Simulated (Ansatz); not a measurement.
Saddle point of CH$_{6}$AlF, closed shell (AlH₂F ([F][AlH2]) + CH₄ → CH₅Al ([CH3][AlH2]) + HF (still joined by a long Al–F bond); bonds formed: Al1–C6, F2–H5; bonds broken: H5–C6; bonds weakened to dative contacts: Al1–F2), PBE0-D4/def2-TZVP structure:

```tsv
atom	x (Å)	y (Å)	z (Å)
Al1	-0.4796	-0.9950	0.1644
F2	-1.6598	0.3314	-0.6708
H3	-0.2065	-2.1258	-0.9083
H4	-1.0584	-1.2996	1.6053
H5	-0.7380	0.7705	-0.5023
C6	0.7889	0.6230	0.0620
H7	0.6072	1.6395	-0.3269
H8	1.1028	0.7893	1.0962
H9	1.6433	0.2666	-0.5197
```

Energies are electronic, without zero-point energy. Barriers and step energies count from the start structure reached by relaxing down the imaginary mode; all methods use the PBE0-D4 structures, on which another method's saddle can fall below an end. Program: Ansatz 0.2.0. Basis: def2-TZVPP, with def2-QZVPP for the basis limit. Cores are frozen in the correlated methods. B3LYP uses VWN-RPA correlation. Extrapolation: Hartree–Fock as exp(−7.88 √X), correlation as X^−2.97.

| method | barrier (eV) | step energy (eV) |
| --- | --- | --- |
| SPW92 | 1.425 | 1.598 |
| PBE-D4 | 1.693 | 1.699 |
| BLYP-D4 | 1.906 | 1.832 |
| r2SCAN-D4 | 1.809 | 1.770 |
| B97M-V | 1.978 | 1.787 |
| PBE0-D4 | ? | 1.704 |
| B3LYP-D4 | 1.958 | 1.828 |
| r2SCAN0-D4 | ? | 1.761 |
| BHLYP-D4 | 2.083 | 1.852 |
| CAM-B3LYP-D4 | 1.947 | 1.822 |
| wB97X-V | 1.916 | 1.771 |
| wB97M-V | 1.895 | 1.746 |
| B2PLYP | 1.982 | 1.828 |
| PBE-QIDH | ? | 1.738 |
| RPA on PBE | 1.936 | 1.745 |
| HF | 2.414 | 1.927 |
| MP2 | 1.928 | 1.777 |
| CCSD | 2.021 | 1.780 |
| CCSD(T) | 1.947 | 1.756 |

**Question.** Fill in the withheld barriers. (An estimate is asked for; the value comes from the calculation.)

**Answer.** The calculation gives: PBE-QIDH 1.877; r2SCAN0-D4 1.864; PBE0-D4 1.783 eV. Each is the energy of the saddle less that of the start structure, by the same method.

For comparison, the barrier by CCSD(T) at an estimated basis limit (MP2 extrapolated from triple and quadruple zeta, plus CCSD(T) − MP2 in triple zeta) is 1.967 eV.

No T1 diagnostic of these runs exceeds 0.011.

Labels in which every atom is bracketed show which atoms are joined, not bond orders.

For scale, one of the runs: CCSD(T)/def2-TZVPP, 188 basis functions (an equivalent command: `ansatz run in.yaml --threads 2`). Hardware: 2 CPU threads, shared host. Wall time 26 s; peak host memory 2.1 GiB.
